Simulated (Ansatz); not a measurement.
# Scan of [Cl···H···NH], triplet

Starting geometry:

```yaml
atoms:
  - { symbol: Cl, position_ang: [-0.8041, 0.0197, 0.0000] }
  - { symbol: H, position_ang: [0.4747, 0.0197, 0.0000] }
  - { symbol: N, position_ang: [1.8489, 0.0197, 0.0000] }
  - { symbol: H, position_ang: [2.1179, -0.9846, 0.0000] }
```

From there H2 is moved from one fragment to the other while all else, the fragments' distance too, stays fixed; atoms are numbered as listed. Energies are in kJ/mol, counted from the starting geometry at the same level. Kohn–Sham curves are unrestricted where that lies lower.

Basis cc-pVTZ; Ansatz 0.2.0. Correlated methods freeze the noble-gas cores. R marks a restricted (for open shells ROHF) determinant, U an unrestricted one. Active spaces: valence = (14e, 10o) chosen from the atoms' valence shells.

Runs in a small pair space aren't shown, since their orbitals change along the scan.

Full CI isn't at hand for all of this; UCCSDT(Q) serves as the reference, and is uncertain by about the last step of the cluster series. The frozen core follows each run's orbitals, which can shift R against U totals by a few meV.

```csv
distance Cl1-H2 (Å),UCCSDT(Q),curve A,curve B,curve C,curve D
1.279,0.0,0.0,0.0,0.0,0.0
1.327,-1.0,-0.9,-4.9,5.1,-0.6
1.422,3.5,4.0,-7.3,23.2,5.2
1.518,9.1,9.8,-6.0,40.6,12.9
1.613,16.6,17.0,1.9,43.8,24.2
```

The curves come from NEVPT2 (valence space), PBE0, RCCSDT, UHF. Compare each with UCCSDT(Q) and say which is which.

A: RCCSDT, B: PBE0, C: UHF, D: NEVPT2 (valence space). Spread of the error against UCCSDT(Q), over the points where both stand: A 0.7, B 15.1, C 31.6, D 7.6 kJ/mol.
